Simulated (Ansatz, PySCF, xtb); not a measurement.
Noncovalent pair: C2H2 (SMILES C#C) (first 4 atoms) with H2O (SMILES O); geometry from S66by8 set.
(charge 0, multiplicity 1):
```json
[
 {"atom": "C", "x (Å)": "-1.2444", "y (Å)": "0.0517", "z (Å)": "0.0405"},
 {"atom": "H", "x (Å)": "-0.1785", "y (Å)": "0.0213", "z (Å)": "0.0159"},
 {"atom": "C", "x (Å)": "-2.4563", "y (Å)": "0.0854", "z (Å)": "0.0678"},
 {"atom": "H", "x (Å)": "-3.5168", "y (Å)": "0.1158", "z (Å)": "0.0924"},
 {"atom": "O", "x (Å)": "2.6085", "y (Å)": "-0.0857", "z (Å)": "-0.0677"},
 {"atom": "H", "x (Å)": "3.1789", "y (Å)": "-0.6754", "z (Å)": "0.4293"},
 {"atom": "H", "x (Å)": "3.1805", "y (Å)": "0.2653", "z (Å)": "-0.7531"}
]
```

Interaction energies are E(AB) − E(A) − E(B) at the monomers' geometry in the complex; basis-set methods are counterpoise corrected. Rows marked so take none.

Correlated levels freeze the cores. CBS(a, b) extrapolates the correlation energy as X⁻³ and adds the Hartree–Fock energy of set b. Rows in 6-31G* carry no dispersion term and start afresh at each structure (6-31G* with six Cartesian d functions).

Programs: Ansatz (Gaussian orbitals); PySCF for 6-31G* rows, the dispersion terms; xtb for the GFN methods. Values without a source in brackets are computed.

| level | interaction energy (kcal/mol) |
|---|---|
| GFN1-xTB | -0.92 |
| PBE/def2-TZVPPD | -1.84 |
| PBE-D4/def2-TZVPPD | -2.07 |
| r2SCAN/def2-TZVPPD | -1.80 |
| r2SCAN-D4/def2-TZVPPD | -1.90 |
| B3LYP/def2-TZVPPD | -1.63 |
| B3LYP-D4/def2-TZVPPD | -1.94 |
| M06-2X/6-31G* (no counterpoise) | … |
| CCSD(T)/CBS(aug-cc-pVDZ, aug-cc-pVTZ) | … |

Problem. Some entries are withheld; supply them.

Solution. 
- M06-2X/6-31G* (no counterpoise), interaction energy (kcal/mol): -2.79
- CCSD(T)/CBS(aug-cc-pVDZ, aug-cc-pVTZ), interaction energy (kcal/mol): -2.00

Ansatz is a program for electronic structure.
